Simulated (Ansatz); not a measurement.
Tl3O: from a trial structure to a relaxed crystal

These are results of DFT r2SCAN, scalar-relativistic, plane waves, PAW in Ansatz, not measurements. Cutoff 500 eV, Γ-centred k mesh, Gaussian smearing, no spin polarisation in the final step.

Tl3O was placed on the Cu3Au (L1_2) structure type (Pm-3m, No. 221), with O in place of Au, Tl in place of Cu, at a guessed volume.

```yaml
crystal:
  lattice:
    - [4.52524, 0.00000, 0.00000]
    - [0.00000, 4.52524, 0.00000]
    - [0.00000, 0.00000, 4.52524]
  atoms:
    - { symbol: Tl, position: [0.00000, 0.50000, 0.50000] }
    - { symbol: Tl, position: [0.50000, 0.00000, 0.50000] }
    - { symbol: Tl, position: [0.50000, 0.50000, 0.00000] }
    - { symbol: O, position: [0.00000, 0.00000, 0.00000] }
```

Cell and atoms relax at zero pressure; the relaxation can't lower the symmetry of the start.

Formation energies are uncorrected and refer to the elements' standard structures at the same level (O₂ as a molecule).

(1) What does it relax into?

(2) What are its volume, energy, density and gap?

Results:

(1) It keeps Pm-3m (No. 221). The result has the Cu3Au (L1_2) structure. Conventional cell: a = 4.535 Å. Tl is coordinated by 4 O at 3.21 Å and 8 Tl at 3.21 Å; O has 12 Tl at 3.21 Å.

Space group Pm-3m (No. 221). a = 4.535 Å, b = 4.535 Å, c = 4.535 Å, α = 90.00°, β = 90.00°, γ = 90.00°
| atom | site | symmetry | x | y | z |
| --- | --- | --- | --- | --- | --- |
| Tl | 3c | 4/mm.m | 0.0000 | 0.5000 | 0.5000 |
| O | 1a | m-3m | 0.0000 | 0.0000 | 0.0000 |

(2) The volume per atom is 23.31 Å³, the density is 11.20 g/cm³ and the energy over the elements is 0.04 eV/atom. The gap on the 10×10×10 mesh is 0 eV (a metal).

The final run used a 10×10×10 mesh on its 4-atom cell and 0.10 eV smearing. For metals, differences of a few meV/atom aren't resolved. Spin–orbit coupling is left out. Symmetry constrained the relaxation, so the result can be a saddle point.

Cost: 2 runs of about 1.1 core-minutes in all, on Arm Neoverse V2 (shared hosts).